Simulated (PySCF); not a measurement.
H$_{2}$S, charge +1, doublet, geometry from GFN2-xTB (a state made from the parent by changing its charge; the spin is typed, not shown lowest); B3LYP/6-31G** run with PySCF.

PySCF was given this input:
```python
from pyscf import gto, scf, dft

mol = gto.Mole()
mol.atom = '''
    S    -0.007575    0.103615   -0.002578
    H    -0.929143   -0.900722    0.043071
    H     1.050348   -0.757117   -0.001828
'''
mol.basis = '6-31g**'
mol.charge = 1
mol.spin = 1
mol.verbose = 5
mol.build()

mf = dft.ROKS(mol)
mf.xc = 'b3lyp'
mf.kernel()
```

Problem. Predict the main parts of the log of this PySCF run.

Solution. 
```
PySCF version 2.14.0

[INPUT] verbose = 5
[INPUT] max_memory = 4000
[INPUT] num. atoms = 3
[INPUT] num. electrons = 17
[INPUT] charge = 1
[INPUT] spin (= nelec alpha-beta = 2S) = 1
[INPUT] symmetry False subgroup None
[INPUT] Mole.unit = angstrom
[INPUT] Symbol           X                Y                Z      unit          X                Y                Z       unit  Magmom
[...]
[INPUT] ---------------- BASIS SET ----------------
[INPUT] l, kappa, [nprim/nctr], expnt,             c_1 c_2 ...
[INPUT] S
[...]
                                3301.49           0.01423
                                754.146           0.069696
                                212.711           0.238487
                                67.9896           0.483307
                                23.0515           0.338074
[...]
                                100.71            -0.031693
                                32.1599           -0.113317
                                11.8079           0.05609
                                4.6311            0.592255
                                1.87025           0.455006
[...]
                                0.922167          0.066957
                                0.341287          1.05451
[...]
                                100.71            0.030681
                                32.1599           0.130452
                                11.8079           0.327205
                                4.6311            0.452851
                                1.87025           0.256042
[...]
                                0.922167          0.310263
                                0.341287          0.754483
[...]
[INPUT] H
[...]
                                2.8253937         0.23472695
                                0.6401217         0.81375733
[...]
nuclear repulsion = 12.6827215135005
number of shells = 14
number of NR pGTOs = 65
number of NR cGTOs = 28
basis = 6-31g**
ecp = {}

******** <class 'pyscf.dft.roks.ROKS'> ********
method = ROKS
initial guess = minao
damping factor = 0
level_shift factor = 0
DIIS = <class 'pyscf.scf.diis.CDIIS'>
diis_start_cycle = 1
diis_space = 8
diis_damp = 0
SCF conv_tol = 1e-09
SCF conv_tol_grad = None
SCF max_cycles = 50
direct_scf = True
direct_scf_tol = 1e-13
num. doubly occ = 8  num. singly occ = 1
XC library pyscf.dft.libxc version 7.1.2
    S. Lehtola, C. Steigemann, M. J. T. Oliveira, and M. A. L. Marques,  SoftwareX 7, 1–5 (2018)
XC functionals = b3lyp
    P. J. Stephens, F. J. Devlin, C. F. Chabalowski, and M. J. Frisch,  J. Phys. Chem. 98, 11623 (1994)
radial grids:
    Treutler-Ahlrichs [JCP 102, 346 (1995); DOI:10.1063/1.469408] (M4) radial grids

becke partition: Becke, JCP 88, 2547 (1988); DOI:10.1063/1.454033
pruning grids: <function nwchem_prune>
grids dens level: 3
symmetrized grids: False
atomic radii adjust function: <function treutler_atomic_radii_adjust>
small_rho_cutoff = 0
Set gradient conv threshold to 3.16228e-05
atom S rad-grids = 80, ang-grids = [ 50  50  50  50  50  50  50  50  50  50  50  50  50  50  50  50  50  50
  50  50  50  50  50  50  86  86  86  86  86  86  86  86  86  86  86  86
  86 350 350 350 350 350 350 350 350 350 434 434 434 434 434 434 434 434
 434 434 434 434 434 434 434 434 434 434 350 350 350 350 350 350 350 350
 350 350 350 350 350 350 350 350]
atom H rad-grids = 50, ang-grids = [ 50  50  50  50  50  50  50  50  50  50  50  50  50  50  50  86  86  86
  86 266 266 266 266 266 302 302 302 302 302 302 302 302 302 302 302 302
 302 266 266 266 266 266 266 266 266 266 266 266 266 266]
tot_boxes 1188, boxes in each direction [10  9  7]
Padding 0 grids
tot grids = 38496
nelec by numeric integration = [8.99690397 8.99690397]
E1 = -575.3799351911053  E2 = 163.41021625914084  Ecoul = 189.76128999439155  Exc = -26.35107373525071
init E= -399.286997418464
cond(S) = 107.94545551406586
[...]
                  Roothaan           | alpha              | beta
[...]
  Lowest 0-occ =  -0.276708138810905 | -0.280333200758833 | -0.272502879861159
  1-occ =         -0.576115268608652 | -0.651099181986673 | -0.499849487968158
  Roothaan mo_energy =
[-8.92663886e+01 -8.33986151e+00 -6.30203305e+00 -6.29982798e+00
 -6.29646264e+00 -1.09262893e+00 -7.74480385e-01 -6.97278201e-01
 -5.76115269e-01 -2.76708139e-01 -2.34886392e-01  3.71018696e-02
  3.81698383e-02  6.75896185e-02  7.55262512e-02  3.46412684e-01
  3.67277460e-01  3.78127954e-01  3.87298456e-01  4.46414496e-01
  6.64929985e-01  8.37305544e-01  1.67449637e+00  1.71667559e+00
  1.79320189e+00  1.85114693e+00  2.34491366e+00  2.45871674e+00]
nelec by numeric integration = [8.99999999 7.99999999]
E1 = -569.6271150201962  E2 = 157.93848661724866  Ecoul = 184.05663944508402  Exc = -26.118152827835353
cycle= 5 E= -399.005906889447  delta_E= -6.03e-06  |g|= 0.000132  |ddm|= 0.00424
[...]
                  Roothaan           | alpha              | beta
  Highest 2-occ = -0.697274129075938 | -0.706589067900941 | -0.687949566736658
  Lowest 0-occ =  -0.276701516898728 | -0.280608914799358 | -0.272784334522747
  1-occ =         -0.576063056809589 | -0.651668586016653 | -0.500434225236392
  Roothaan mo_energy =
[-8.92664194e+01 -8.33984700e+00 -6.30200692e+00 -6.29982884e+00
 -6.29646149e+00 -1.09259188e+00 -7.74461688e-01 -6.97274129e-01
 -5.76063057e-01 -2.76701517e-01 -2.34864636e-01  3.71121069e-02
  3.82097936e-02  6.75883742e-02  7.55316239e-02  3.46428672e-01
  3.67314488e-01  3.78167108e-01  3.87304231e-01  4.46441963e-01
  6.64961041e-01  8.37324337e-01  1.67451616e+00  1.71670067e+00
  1.79322761e+00  1.85116493e+00  2.34494017e+00  2.45873858e+00]
nelec by numeric integration = [8.99999999 7.99999999]
E1 = -569.6267138829664  E2 = 157.93808547296157  Ecoul = 184.05621810935236  Exc = -26.11813263639077
cycle= 6 E= -399.005906896504  delta_E= -7.06e-09  |g|= 8.47e-06  |ddm|= 0.000154
[...]
                  Roothaan           | alpha              | beta
  Highest 2-occ = -0.697274729345795 | -0.706596317798964 | -0.687955445279283
  Lowest 0-occ =  -0.276701259287181 | -0.280614310268156 | -0.272789269646845
  1-occ =         -0.576064308866743 | -0.651684221405424 | -0.500447191501262
  Roothaan mo_energy =
[-8.92664164e+01 -8.33984862e+00 -6.30200808e+00 -6.29983043e+00
 -6.29646261e+00 -1.09259279e+00 -7.74461709e-01 -6.97274729e-01
 -5.76064309e-01 -2.76701259e-01 -2.34864375e-01  3.71114907e-02
  3.82091052e-02  6.75878502e-02  7.55290865e-02  3.46427341e-01
  3.67311880e-01  3.78164865e-01  3.87304201e-01  4.46441641e-01
  6.64961447e-01  8.37325291e-01  1.67451869e+00  1.71670290e+00
  1.79322991e+00  1.85116725e+00  2.34494232e+00  2.45874052e+00]
nelec by numeric integration = [8.99999999 7.99999999]
E1 = -569.6267531973891  E2 = 157.93812478735606  Ecoul = 184.05625922697303  Exc = -26.11813443961696
cycle= 7 E= -399.005906896533  delta_E= -2.82e-11  |g|= 2.69e-07  |ddm|= 1e-05
[...]
                  Roothaan           | alpha              | beta
  Highest 2-occ = -0.697274729211199 | -0.706595189773406 | -0.687954268648992
  Lowest 0-occ =  -0.276701253409885 | -0.280613781987586 | -0.272788724832178
  1-occ =         -0.576064343094841 |  -0.65168294212778 | -0.500445748840822
  Roothaan mo_energy =
[-8.92664168e+01 -8.33984876e+00 -6.30200828e+00 -6.29983059e+00
 -6.29646276e+00 -1.09259275e+00 -7.74461670e-01 -6.97274729e-01
 -5.76064343e-01 -2.76701253e-01 -2.34864368e-01  3.71114885e-02
  3.82090920e-02  6.75878361e-02  7.55290699e-02  3.46427393e-01
  3.67311866e-01  3.78164861e-01  3.87304207e-01  4.46441631e-01
  6.64961461e-01  8.37325330e-01  1.67451873e+00  1.71670292e+00
  1.79322994e+00  1.85116729e+00  2.34494238e+00  2.45874057e+00]
nelec by numeric integration = [8.99999999 7.99999999]
E1 = -569.6267531397267  E2 = 157.93812472969302  Ecoul = 184.0562591654549  Exc = -26.118134435761874
Extra cycle  E= -399.005906896533  delta_E= -6.25e-13  |g|= 7.65e-08  |ddm|= 3.63e-07
converged SCF energy = -399.005906896533
```
